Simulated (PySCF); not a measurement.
C₄H₄N₂.
Structure used (GFN2-xTB), in Å, numbered top down from 1:
```xyz
10
C4H4N2 angstrom
N     -2.8964   -0.3955   -0.2204
C     -1.8478    0.0481   -0.1302
C     -0.5108    0.5761   -0.0182
C      0.5122   -0.5745    0.0146
C      1.8495   -0.0471    0.1247
N      2.8991    0.3943    0.2136
H     -0.3179    1.2314   -0.8731
H     -0.4416    1.1718    0.8970
H      0.3206   -1.2295    0.8700
H      0.4419   -1.1704   -0.9004
```

The calculation used TDDFT PBE0/def2-SVPD, vertical, gas phase, core orbitals frozen in the response (PySCF).

Kohn–Sham orbitals with the atoms that hold most of them (Löwdin shares over 4%, at most four atoms; ? is withheld):

```
orbital  ε (eV)                           atoms
 LUMO+2    0.05  N1 19%, N6 19%, C2 14%, C5 14%
 LUMO+1   -0.11  N1 19%, C2 19%, C5 19%, N6 18%
   LUMO       ?  C5 16%, C2 16%, C4 15%, C3 15%
   HOMO   -9.92                               ?
 HOMO-1  -10.03                               ?
 HOMO-2  -10.11  N1 26%, N6 25%, C2 20%, C5 20%
 HOMO-3  -10.45  N1 26%, N6 26%, C2 20%, C5 20%
```

(1) Which atoms hold the HOMO-1, and with what shares?

(2) Which atoms hold the HOMO, and with what shares?

(3) What is the LUMO energy, and the HOMO–LUMO gap?

## Answers

(1) N6 (bonded to C) 22%; N1 (bonded to C) 21%; C5 (bonded to C and N) 16%; C2 (bonded to C and N) 15%. By element: nitrogen 43%, carbon 31% or more.

(2) N6 (bonded to C) 24%; N1 (bonded to C) 24%; C5 (bonded to C and N) 17%; C2 (bonded to C and N) 17%. By element: nitrogen 48%, carbon 34% or more.

(3) ε(LUMO) = -0.20 eV; the gap is 9.72 eV (0.3573 hartree).

**Question.** How does S1 compare with the orbital gap of 9.72 eV?

**Answer.** S1 is at 7.79 eV (f = 0.0000), 1.93 eV below the gap, made of HOMO-2→LUMO+1 (43%), HOMO→LUMO+2 (29%), HOMO-1→LUMO (10%). Its leading pair isn't HOMO and LUMO; the energies of that pair differ by 10.01 eV. Without the coupling terms of the response equations the lowest excitation would equal the gap.

Next come S2 at 7.84 eV (f 0.0008), HOMO-1→LUMO+1 (59%), HOMO-2→LUMO+5 (12%), HOMO-2→LUMO (12%); S3 at 8.12 eV (f 0.016), HOMO→LUMO+1 (50%), HOMO-2→LUMO+2 (32%), HOMO-1→LUMO+3 (8%); S4 at 8.14 eV (f 0.0000), HOMO→LUMO+2 (55%), HOMO-2→LUMO+1 (25%); S5 at 8.21 eV (f 0.0000), HOMO-1→LUMO+2 (35%), HOMO→LUMO (28%), HOMO-3→LUMO+1 (19%).

Löwdin shares depend on the basis, the more so with diffuse functions.

One conformer stands for the species.
